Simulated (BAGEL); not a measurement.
**doublet C2H6B: levels of theory compared**

Wanted: a comparison of 5 runs (UHF/3-21G, ROHF/6-31G*, UHF/6-31G*, ROHF/cc-pVDZ, UHF/cc-pVDZ) of doublet C2H6B. 

The results are computed with BAGEL 1.2.2.

**1. The system as given**

C2H6B: 9 atoms, total charge 0, spin state doublet. SMILES of the parent species: `[BH3-]C=C`. The shape is that of a GFN2-xTB optimisation. That shape belongs to the parent species and isn't relaxed for this state.

Bond lengths: B1–C2 1.621 Å, C2–C3 1.325 Å, B1–H4 1.227 Å, B1–H5 1.230 Å, B1–H6 1.227 Å, C2–H7 1.098 Å, C3–H8 1.083 Å, C3–H9 1.094 Å. Some angles: B1–C2–C3 127.4°, B1–C2–H7 117.5°, C3–C2–H7 115.1°, C2–B1–H4 109.9°, C2–B1–H5 110.3°, C2–B1–H6 110.0°, C2–C3–H8 121.3°, C2–C3–H9 124.5°, H4–B1–H5 108.9°, H4–B1–H6 108.8°.

**2. A single-point energy at UHF/3-21G (density fitting with qzvpp-jkfit) (run 1)**

Input file hf.json:

```json
{ "bagel" : [

{
  "title" : "molecule",
  "basis" : "3-21g",
  "df_basis" : "qzvpp-jkfit",
  "angstrom" : true,
  "geometry" : [
    { "atom" : "B", "xyz" : [      -0.629450,       0.770260,      -0.695580 ] },
    { "atom" : "C", "xyz" : [       0.561290,      -0.121590,      -0.051130 ] },
    { "atom" : "C", "xyz" : [       0.475920,      -0.957440,       0.973350 ] },
    { "atom" : "H", "xyz" : [      -1.515350,       0.037540,      -1.123250 ] },
    { "atom" : "H", "xyz" : [      -0.196360,       1.453510,      -1.621580 ] },
    { "atom" : "H", "xyz" : [      -1.107230,       1.511780,       0.156690 ] },
    { "atom" : "H", "xyz" : [       1.558120,      -0.038670,      -0.502980 ] },
    { "atom" : "H", "xyz" : [      -0.460650,      -1.116340,       1.494340 ] },
    { "atom" : "H", "xyz" : [       1.313720,      -1.539040,       1.370140 ] }
  ]
},

{ "title" : "uhf", "charge" : 0, "nopen" : 1 },

{ "title" : "print", "file" : "orbitals.molden", "orbitals" : true }

]}
```

The run is started by

```sh
BAGEL_NUM_THREADS=1 BAGEL hf.json > hf.out
```

The program printed:

```text
* using 1 threads per process

  ===============================================================
  ===============================================================

  *** Geometry ***

  { "atom" : "B", "xyz" : [     -1.189488,      1.455580,     -1.314456 ] },
  { "atom" : "C", "xyz" : [      1.060684,     -0.229772,     -0.096622 ] },
  { "atom" : "C", "xyz" : [      0.899358,     -1.809299,      1.839365 ] },
  { "atom" : "H", "xyz" : [     -2.863596,      0.070940,     -2.122635 ] },
  { "atom" : "H", "xyz" : [     -0.371067,      2.746736,     -3.064342 ] },
  { "atom" : "H", "xyz" : [     -2.092361,      2.856850,      0.296101 ] },
  { "atom" : "H", "xyz" : [      2.944420,     -0.073076,     -0.950494 ] },
  { "atom" : "H", "xyz" : [     -0.870502,     -2.109577,      2.823893 ] },
  { "atom" : "H", "xyz" : [      2.482571,     -2.908364,      2.589189 ] },

  Number of auxiliary basis functions:      333

  Since a DF basis is specified, we compute 2- and 3-index integrals:
    o Being stored without compression. Storage requirement is 0.004 GB

  Number of basis functions:       39
  Number of electrons      :       23

    * METHOD: MOLECULE                             0.17

  *** Open-shell HF ***

  === Nuclear Repulsion ===
    62.5739114243

      * DIIS with orbital gradients will be used.

  === UHF iteration (3-21g) ===
      0       -103.11949085          0.03525229           0.04
      1       -103.16996460          0.00917913           0.04
      2       -103.17593198          0.00371626           0.04
      3       -103.17768177          0.00222265           0.04
      4       -103.17884639          0.00140545           0.04
      5       -103.17983864          0.00064042           0.04
      6       -103.18002556          0.00024610           0.04
      7       -103.18008449          0.00025031           0.04
      8       -103.18010837          0.00023543           0.04
      9       -103.18020717          0.00014605           0.03
     10       -103.18023076          0.00001935           0.04
     11       -103.18023213          0.00001030           0.04
     12       -103.18023220          0.00000526           0.04
     13       -103.18023235          0.00000368           0.04
     14       -103.18023240          0.00000221           0.05
     15       -103.18023240          0.00000165           0.04
     16       -103.18023240          0.00000140           0.05
     17       -103.18023240          0.00000101           0.04
     18       -103.18023240          0.00000079           0.05
     19       -103.18023241          0.00000055           0.05
     20       -103.18023241          0.00000032           0.04
     21       -103.18023241          0.00000016           0.04
     22       -103.18023241          0.00000014           0.05
     23       -103.18023241          0.00000010           0.04
     24       -103.18023241          0.00000003           0.08
     25       -103.18023241          0.00000002           0.03
     26       -103.18023241          0.00000001           0.03
     27       -103.18023241          0.00000001           0.04
    * SCF iteration converged.

    * S^2 (UHF) is 0.7700

    * Permanent dipole moment:
           (   -1.229719,     1.408943,    -1.229130) a.u.

    * METHOD: UHF                                  1.27

    * METHOD: PRINT                                0.00

  ===============================================================
```

Wall time 2 s (1 thread of Intel Xeon at 2.50GHz (Skylake/Cascade Lake), shared host).

**3. The energy at ROHF/6-31G(d) (density fitting with qzvpp-jkfit, spherical functions) (run 2)**

Input file input.json:

```json
{ "bagel" : [

{
  "title" : "molecule",
  "basis" : "6-31gs.json",
  "df_basis" : "qzvpp-jkfit",
  "angstrom" : "true",
  "geometry" : [
    { "atom" : "B", "xyz" : [   -0.629450,    0.770260,   -0.695580 ] },
    { "atom" : "C", "xyz" : [    0.561290,   -0.121590,   -0.051130 ] },
    { "atom" : "C", "xyz" : [    0.475920,   -0.957440,    0.973350 ] },
    { "atom" : "H", "xyz" : [   -1.515350,    0.037540,   -1.123250 ] },
    { "atom" : "H", "xyz" : [   -0.196360,    1.453510,   -1.621580 ] },
    { "atom" : "H", "xyz" : [   -1.107230,    1.511780,    0.156690 ] },
    { "atom" : "H", "xyz" : [    1.558120,   -0.038670,   -0.502980 ] },
    { "atom" : "H", "xyz" : [   -0.460650,   -1.116340,    1.494340 ] },
    { "atom" : "H", "xyz" : [    1.313720,   -1.539040,    1.370140 ] }
  ]
},
{ "title" : "rohf", "nopen" : 1 },
{ "title" : "print", "file" : "orbitals.molden", "orbitals" : "true" }

]}
```

The basis set 6-31G* is read from a file made from the Basis Set Exchange's data (not shown).

The run is started by

```sh
BAGEL_NUM_THREADS=1 BAGEL input.json > input.out
```

The program printed:

```text
* using 1 threads per process

  ===============================================================
  ===============================================================

  *** Geometry ***

  { "atom" : "B", "xyz" : [     -1.189488,      1.455580,     -1.314456 ] },
  { "atom" : "C", "xyz" : [      1.060684,     -0.229772,     -0.096622 ] },
  { "atom" : "C", "xyz" : [      0.899358,     -1.809299,      1.839365 ] },
  { "atom" : "H", "xyz" : [     -2.863596,      0.070940,     -2.122635 ] },
  { "atom" : "H", "xyz" : [     -0.371067,      2.746736,     -3.064342 ] },
  { "atom" : "H", "xyz" : [     -2.092361,      2.856850,      0.296101 ] },
  { "atom" : "H", "xyz" : [      2.944420,     -0.073076,     -0.950494 ] },
  { "atom" : "H", "xyz" : [     -0.870502,     -2.109577,      2.823893 ] },
  { "atom" : "H", "xyz" : [      2.482571,     -2.908364,      2.589189 ] },

  Number of auxiliary basis functions:      333

  Since a DF basis is specified, we compute 2- and 3-index integrals:
    o Being stored without compression. Storage requirement is 0.008 GB

  Number of basis functions:       54
  Number of electrons      :       23

    * METHOD: MOLECULE                             0.25

  *** Open-shell HF ***

  === Nuclear Repulsion ===
    62.5739114243

      * DIIS with orbital gradients will be used.

  === ROHF iteration (6-31gs.json) ===
      0       -103.67537893          0.03319556           0.06
      1       -103.74236168          0.00998899           0.07
      2       -103.75065989          0.00439555           0.06
      3       -103.75336899          0.00264063           0.07
      4       -103.75573591          0.00197653           0.06
      5       -103.75816663          0.00081354           0.06
      6       -103.75866986          0.00031015           0.07
      7       -103.75886645          0.00017971           0.06
      8       -103.75881655          0.00009829           0.06
      9       -103.75883753          0.00003236           0.06
     10       -103.75883317          0.00000906           0.06
     11       -103.75883572          0.00000558           0.06
     12       -103.75883593          0.00000273           0.07
     13       -103.75883622          0.00000101           0.07
     14       -103.75883598          0.00000060           0.07
     15       -103.75883594          0.00000036           0.07
     16       -103.75883593          0.00000020           0.06
     17       -103.75883594          0.00000006           0.06
     18       -103.75883594          0.00000002           0.07
     19       -103.75883594          0.00000001           0.06
    * SCF iteration converged.

    * S^2 (ROHF) is 0.7500

    * Permanent dipole moment:
           (   -1.396304,     1.552738,    -1.348915) a.u.

    * METHOD: ROHF                                 1.47

    * METHOD: PRINT                                0.01

  ===============================================================
```

Wall time 2.2 s (1 thread of Intel Xeon at 2.50GHz (Skylake/Cascade Lake), shared host).

Runs 3 to 4 aren't shown in full; the table further down has their settings and results.

**4. The energy at UHF/cc-pVDZ (density fitting with qzvpp-jkfit) (run 5)**

Input file input.json:

```json
{ "bagel": [

{
  "title": "molecule",
  "basis": "cc-pvdz.json",
  "df_basis": "qzvpp-jkfit",
  "angstrom": "true",
  "geometry": [
    { "atom": "B", "xyz": [      -0.629450,       0.770260,      -0.695580 ] },
    { "atom": "C", "xyz": [       0.561290,      -0.121590,      -0.051130 ] },
    { "atom": "C", "xyz": [       0.475920,      -0.957440,       0.973350 ] },
    { "atom": "H", "xyz": [      -1.515350,       0.037540,      -1.123250 ] },
    { "atom": "H", "xyz": [      -0.196360,       1.453510,      -1.621580 ] },
    { "atom": "H", "xyz": [      -1.107230,       1.511780,       0.156690 ] },
    { "atom": "H", "xyz": [       1.558120,      -0.038670,      -0.502980 ] },
    { "atom": "H", "xyz": [      -0.460650,      -1.116340,       1.494340 ] },
    { "atom": "H", "xyz": [       1.313720,      -1.539040,       1.370140 ] }
  ]
},

{
  "title": "uhf",
  "nopen": 1
},

{
  "title": "print",
  "file": "orbitals.molden",
  "orbitals": "true"
}

]}
```

The basis set cc-pVDZ is read from a file made from the Basis Set Exchange's data (not shown).

The run is started by

```sh
BAGEL_NUM_THREADS=1 BAGEL input.json > input.out
```

The program printed:

```text
* using 1 threads per process

  ===============================================================
  ===============================================================

  *** Geometry ***

  { "atom" : "B", "xyz" : [     -1.189488,      1.455580,     -1.314456 ] },
  { "atom" : "C", "xyz" : [      1.060684,     -0.229772,     -0.096622 ] },
  { "atom" : "C", "xyz" : [      0.899358,     -1.809299,      1.839365 ] },
  { "atom" : "H", "xyz" : [     -2.863596,      0.070940,     -2.122635 ] },
  { "atom" : "H", "xyz" : [     -0.371067,      2.746736,     -3.064342 ] },
  { "atom" : "H", "xyz" : [     -2.092361,      2.856850,      0.296101 ] },
  { "atom" : "H", "xyz" : [      2.944420,     -0.073076,     -0.950494 ] },
  { "atom" : "H", "xyz" : [     -0.870502,     -2.109577,      2.823893 ] },
  { "atom" : "H", "xyz" : [      2.482571,     -2.908364,      2.589189 ] },

  Number of auxiliary basis functions:      333

  Since a DF basis is specified, we compute 2- and 3-index integrals:
    o Being stored without compression. Storage requirement is 0.014 GB

  Number of basis functions:       72
  Number of electrons      :       23

    * METHOD: MOLECULE                             0.23

  *** Open-shell HF ***

  === Nuclear Repulsion ===
    62.5739114243

      * DIIS with orbital gradients will be used.

  === UHF iteration (cc-pvdz.json) ===
      0       -103.65667042          0.02911213           0.08
      1       -103.75392088          0.00960624           0.08
      2       -103.76545103          0.00390427           0.08
      3       -103.76814778          0.00175803           0.09
      4       -103.76981170          0.00110502           0.09
      5       -103.77091733          0.00084072           0.09
      6       -103.77187556          0.00030046           0.09
      7       -103.77197859          0.00021021           0.09
      8       -103.77205187          0.00016837           0.08
      9       -103.77215189          0.00012767           0.09
     10       -103.77220145          0.00002650           0.09
     11       -103.77220425          0.00001271           0.09
     12       -103.77220440          0.00000518           0.08
     13       -103.77220459          0.00000339           0.08
     14       -103.77220465          0.00000228           0.08
     15       -103.77220467          0.00000155           0.09
     16       -103.77220467          0.00000136           0.09
     17       -103.77220467          0.00000101           0.09
     18       -103.77220468          0.00000058           0.08
     19       -103.77220468          0.00000041           0.09
     20       -103.77220468          0.00000027           0.09
     21       -103.77220468          0.00000014           0.09
     22       -103.77220468          0.00000012           0.09
     23       -103.77220468          0.00000011           0.09
     24       -103.77220468          0.00000010           0.10
     25       -103.77220468          0.00000006           0.08
     26       -103.77220468          0.00000003           0.07
     27       -103.77220468          0.00000002           0.10
     28       -103.77220468          0.00000001           0.09
    * SCF iteration converged.

    * S^2 (UHF) is 0.7636

    * Permanent dipole moment:
           (   -1.311430,     1.471935,    -1.280477) a.u.

    * METHOD: UHF                                  2.75

    * METHOD: PRINT                                0.01

  ===============================================================
```

It took 3.6 s on 1 thread of Intel Xeon at 2.50GHz (Skylake/Cascade Lake), shared host.

**5. The series**

```
run                                                                level  energy (Eh)  dipole moment (D)   ⟨S²⟩  wall time
  1                         UHF/3-21G (density fitting with qzvpp-jkfit)  -103.180232               5.69  0.770        2 s
  2  ROHF/6-31G* (density fitting with qzvpp-jkfit, spherical functions)  -103.758836               6.32  0.750      2.2 s
  3   UHF/6-31G* (density fitting with qzvpp-jkfit, spherical functions)  -103.761977               6.08  0.762      2.7 s
  4                      ROHF/cc-pVDZ (density fitting with qzvpp-jkfit)  -103.768879               6.24  0.750      2.8 s
  5                       UHF/cc-pVDZ (density fitting with qzvpp-jkfit)  -103.772205               5.98  0.764      3.6 s
```

**6. Summary of results**

```
            quantity          value
 run 5: total energy  -103.77220 Eh
run 5: dipole moment         5.98 D
         run 5: ⟨S²⟩          0.764
```

In words: The dipole moment (its size) runs from 5.69 D (UHF/3-21G) to 6.32 D (ROHF/6-31G*). The two ends differ in method and basis. All runs together took 13 s, the longest 3.6 s.
